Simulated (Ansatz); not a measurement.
Rock-salt MgS was calculated with LDA (PAW; Ansatz, a quantum-chemistry and plane-wave program).

Run with plane-wave cutoff 520 eV, 12×12×12 k mesh, scalar-relativistic PAW data made under PBE.

The cell has the measured lattice: a = b = c = 5.2033 Å, α = β = γ = 90.00°.

**Question.** Give the computed polycrystal shear modulus (Hill average), Voigt–Reuss–Hill bulk modulus, elastic constant C11, elastic constant C12 and elastic constant C44.

**Answer.** 
- polycrystal shear modulus (Hill average): 51.5 GPa
- Voigt–Reuss–Hill bulk modulus: 69.5 GPa
- elastic constant C11: 133 GPa
- elastic constant C12: 37.9 GPa
- elastic constant C44: 54.5 GPa

Note: the cell isn't this level's own, so it is under some stress, which shifts stiffness and frequencies.

Elastic constants are with the ions relaxed.
